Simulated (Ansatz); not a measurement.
NH2 (SMILES [NH2]) moved off its minimum; all values from Ansatz (an electronic-structure program), cores frozen in correlated methods. Open shells are unrestricted.
(charge 0, multiplicity 2)
```xyz
3

N      0.00974     0.13956     0.01905
H     -0.84705    -0.49161    -0.03955
H      0.80930    -0.47532    -0.05628
```

Question: Give the forces (eV/Å), the total energy and the dipole at CCSD(T)/aug-cc-pVTZ.

Answer: 
```csv
atom,Fx,Fy,Fz
N1,-1.645,-0.095,0.008
H2,1.304,0.669,0.058
H3,0.341,-0.574,-0.066
```
Energy -55.7984 hartree, dipole 1.73 D.
